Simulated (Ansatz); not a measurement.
# BH3O (triplet): the correlation ladder at distance B1–H4 along a hydrogen transfer = 1.539 Å, cc-pVDZ

How much of the correlation energy of BH3O (triplet) does each wave-function method recover here?

Program: Ansatz 0.2.0, Gaussian basis. Level of theory: cc-pVDZ, core rule «outside noble gas», up to 2 orbitals frozen. These are calculated values, not measurements.

Plan: UHF; CCSD(T) on ROHF; CCSD(T) on UHF; BCCD(T) on ROHF; CISD; CCSDT(Q) on ROHF; CCSDT(Q) on UHF; CASSCF and MRCISD+Q, 4 electrons in 4 orbitals; CASSCF and NEVPT2, 4 electrons in 4 orbitals.

17 further runs of the same task are left out: 8 for a known fault of the program, 1 for a mislabelled method, 8 that didn't finish.

## Step 1: What is computed

The geometry derives from fragments relaxed apart (PBE0/def2-TZVP) and kept rigid, so it is no stationary point. A hydrogen atom is moved between rigid fragments.

5 atoms, charge 0, spin multiplicity 3.

Atoms are counted from 1 here; the program's logs count them from 0.

Bond lengths: B1–H2 1.193 Å, B1–H3 1.193 Å, H4–O5 1.250 Å. Angles: H2–B1–H3 120.0°.

## Step 2: UHF

Contents of in.yaml:

```yaml
crystal:
  periodic: [false, false, false]
  atoms:
    - {symbol: B, position_ang: [-1.507350, 0.000000, 0.000000]}
    - {symbol: H, position_ang: [-2.104083, 1.033571, 0.000000]}
    - {symbol: H, position_ang: [-2.104083, -1.033571, 0.000000]}
    - {symbol: H, position_ang: [0.031650, 0.000000, 0.000000]}
    - {symbol: O, position_ang: [1.281650, 0.000000, 0.000000]}
basis:
  gaussian: {orbitals: cc-pVDZ}
magnetization: {spin_polarized: true, initial_magnetization: 2}
hamiltonian: {xc: hf}
output: {orbitals: {seedname: orbitals}}
```

Started as:

```bash
$ ansatz run in.yaml --threads 1 --pin off --events-out ev --progress --plain --max-ram 2393MiB
```

After this run come: CCSD(T) on ROHF; CCSD(T) on UHF; BCCD(T) on ROHF; CISD; CCSDT(Q) on ROHF; CCSDT(Q) on UHF; CASSCF and MRCISD+Q, 4 electrons in 4 orbitals; CASSCF and NEVPT2, 4 electrons in 4 orbitals.

**Question.** What will the summary of the whole plan be? Wanted: UCCSDT(Q) below the RHF energy; RMP2 from UCCSDT(Q); UMP2 from UCCSDT(Q); RCCSD from UCCSDT(Q); RCCSD(T) from UCCSDT(Q); UCCSD(T) from UCCSDT(Q); RCCSDT(Q) from UCCSDT(Q); NEVPT2 pair from UCCSDT(Q); MRCISD+Q pair from UCCSDT(Q).

**Answer**, as computed:

| quantity | value |
| --- | --- |
| UCCSDT(Q) below the RHF energy | -7.7149 eV |
| RMP2 from UCCSDT(Q) | +107.5 kJ/mol |
| UMP2 from UCCSDT(Q) | +120.7 kJ/mol |
| RCCSD from UCCSDT(Q) | +16.2 kJ/mol |
| RCCSD(T) from UCCSDT(Q) | +3.5 kJ/mol |
| UCCSD(T) from UCCSDT(Q) | +3.4 kJ/mol |
| RCCSDT(Q) from UCCSDT(Q) | +0.1 kJ/mol |
| NEVPT2 pair from UCCSDT(Q) | +103.3 kJ/mol |
| MRCISD+Q pair from UCCSDT(Q) | +5.6 kJ/mol |
| levels within 1 kcal/mol (43 meV) | RCCSD(T), UCCSD(T), BCCD(T), RCCSDT, UCCSDT, RCCSDT(Q) |
| T1 diagnostic | 0.026 |

**Reading.** RCCSD(T) misses by +3.5 kJ/mol, 0.5 % of the correlation energy. Of the multireference levels listed MRCISD+Q pair comes nearest in total energy (+5.6 kJ/mol), which doesn't show that its space is the better one. These misses are within one basis, not against nature; the frozen cores of restricted and unrestricted runs differ, which can shift their rows.
